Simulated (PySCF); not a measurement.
C5H13N: calculation and literature

Cartesian coordinates in Å; atom numbers follow the order of the lines, from 1:
```xyz
19

C     0.928    0.993    0.971
C     0.627   -0.372    0.353
C     1.699   -0.759   -0.653
N    -0.707   -0.503   -0.228
C    -1.757   -0.514    0.758
C    -1.004    0.422   -1.295
H     1.894    0.972    1.479
H     0.976    1.772    0.206
H     0.173    1.282    1.705
H     0.655   -1.116    1.159
H     1.828    0.005   -1.424
H     1.441   -1.701   -1.139
H     2.662   -0.877   -0.152
H    -1.530   -1.247    1.536
H    -2.699   -0.806    0.285
H    -1.925    0.462    1.247
H    -0.226    0.391   -2.059
H    -1.115    1.468   -0.958
H    -1.944    0.131   -1.770
```

The experiment to reproduce: δ 13C C2 55.5; C1/C3 18.7 ppm (measured; solution, not stated per compound (mostly CDCl3 or CCl4); Pretsch, Buehlmann, Badertscher, Structure Determination of Organic Compounds, 4th ed. (2009)).

Theoretical values (PySCF 2.14): PBE0-D3(BJ)/def2-TZVP structure, NMR shieldings at B97-2/pcSseg-2/GIAO. Fast rotation and ring inversion assumed for equivalent nuclei, no relativistic terms, one conformer, gas phase.

(1) How close does the calculation come?

(2) How far are the unscaled 13C shifts from the references?

Results:

(1) 
Reference values: measured (solution, not stated per compound (mostly CDCl3 or CCl4); Pretsch, Buehlmann, Badertscher, Structure Determination of Organic Compounds, 4th ed. (2009)).
```csv
atoms,quantity,reference,computed,"computed, scaled"
C2,δ 13C,55.5,59.0,54.8
C1/C3,δ 13C,18.7,18.0,15.3
```

Computed shifts are σ(ref) − σ with the named reference compound (TMS for H and C) calculated as an isolated molecule at the same level. The measured values may be among those fitted. Shieldings were converted by linear fits to measured shifts (mostly CDCl3, TMS scale, for H and C): 13C: δ = 176.90 − 0.966σ (rms 2.0 ppm, 686 shifts, 2.1 ppm with the 3 outliers that the fit left out). Occasional misses reach two or three times the rms, and more in compound classes unlike the fitted ones.

(2) Mean signed difference +1.40 ppm, mean absolute 2.10 ppm over 2 comparisons; the largest is +3.5 ppm at C2 (sp3 CH bonded to N).

The carbons averaged at δ 18.0 differ by 14 ppm in this conformer.
